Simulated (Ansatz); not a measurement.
Input file:

```yaml
crystal:
  periodic: [false, false, false]
  atoms:
    - {symbol: Si, position_ang: [0.000000, 0.000000, 1.733765]}
    - {symbol: B, position_ang: [0.000000, 0.000000, -0.161383]}
    - {symbol: H, position_ang: [0.000000, 0.000000, -1.572383]}
basis:
  gaussian: {orbitals: 6-31G}
magnetization: {spin_polarized: true, initial_magnetization: 0}
correlation: {method: ccsdtq, electrons: outside_noble_gas}
```

```sh
$ ansatz run in.yaml --threads 1 --pin off --events-out ev --progress --plain --max-ram 2393MiB
```

Task: Roughly how long does this take on 1 thread of Arm Neoverse V2, shared host, and how much host memory?

Result: 24 s wall and 0.24 GiB.

```
490 factors; integrals over basis functions are off by at most 1.1e-7 eV
mean field evaluation 1: about -8543.1747 eV, gradient 6.1e0 eV
mean field evaluation 2: about -8543.1757 eV, gradient 6.1e0 eV
mean field evaluation 4: about -8543.7295 eV, gradient 9.3e-1 eV
mean field evaluation 8: about -8543.7486 eV, gradient 2.0e-3 eV
mean field evaluation 16: about -8543.7804 eV, gradient 2.3e-1 eV
mean field evaluation 32: about -8543.7889 eV, gradient 3.3e-2 eV
mean field evaluation 64: about -8543.9328 eV, gradient 3.9e-1 eV
mean field evaluation 96: about -8544.3063 eV, gradient 3.1e0 eV
mean field evaluation 128: about -8543.8424 eV, gradient 2.0e-2 eV
mean field evaluation 160: about -8543.7553 eV, gradient 2.5e-1 eV
...
mean field -8544.48108955 eV, -314.0038883837 hartree, gradient 1.1e-6 eV, S^2 1.000002; 23 other end points of the search recorded, 0 dependent functions left out
determinant -8544.48108955 eV, -314.0038883837 hartree, with singles and doubles -8547.42990087 eV, -314.1122552008 hartree
determinant -8543.84246209 eV, -313.9804192572 hartree, with singles and doubles -8546.97499617 eV, -314.0955377615 hartree
determinant -8543.74862275 eV, -313.9769707253 hartree, with singles and doubles -8546.98149223 eV, -314.0957764874 hartree
determinant -8542.73533440 eV, -313.9397330653 hartree, with singles and doubles -8545.97489315 eV, -314.0587846536 hartree
determinant -8542.53647206 eV, -313.9324250092 hartree, with singles and doubles -8546.00207218 eV, -314.0597834645 hartree
determinant -8542.47056052 eV, -313.9300028047 hartree, with singles and doubles -8545.99082434 eV, -314.0593701139 hartree
determinant -8544.48108955 eV, -314.0038883837 hartree, with singles and doubles -8547.46180132 eV, -314.1134275210 hartree
determinant -8543.84246209 eV, -313.9804192572 hartree, with singles and doubles -8546.97786993 eV, -314.0956433702 hartree
determinant -8543.74862275 eV, -313.9769707253 hartree, with singles and doubles -8546.98328738 eV, -314.0958424580 hartree
6 core orbitals not correlated: weight in the atoms' cores, before any rotation towards them, 1.000 or more for the frozen orbitals, at most 0.000 for the correlated occupied ones
reference -8544.48108955 eV, -314.0038883837 hartree; 4, 4 occupied and 14, 14 virtual orbitals, 490 factors
second order -2.21208486 eV of doubles, -0.00000000 eV of singles
...
cycle  14  -3.35184741 eV  change   -5.9e-3 eV  update   6.6e-4
cycle  15  -3.35013394 eV  change    1.7e-3 eV  update   8.2e-5
cycle  16  -3.35159254 eV  change   -1.5e-3 eV  update   1.7e-4
cycle  17  -3.35146783 eV  change    1.2e-4 eV  update   2.0e-5
cycle  18  -3.35147922 eV  change   -1.1e-5 eV  update   1.0e-5
cycle  19  -3.35150056 eV  change   -2.1e-5 eV  update   5.3e-6
cycle  20  -3.35150049 eV  change    7.2e-8 eV  update   2.6e-6
cycle  21  -3.35150272 eV  change   -2.2e-6 eV  update   1.3e-6
cycle  22  -3.35150383 eV  change   -1.1e-6 eV  update   6.5e-7
cycle  23  -3.35150375 eV  change    8.3e-8 eV  update   3.1e-7
WARN: the results are in doubt because among natural orbitals full CI differs from the method by +0.581 eV
Total energy: -8547.83259330 eV, -314.1270538747 hartree
In doubt: among natural orbitals full CI differs from the method by +0.581 eV
```

The determinant's ⟨S²⟩ is 1.00 against 0.00 for a pure state.
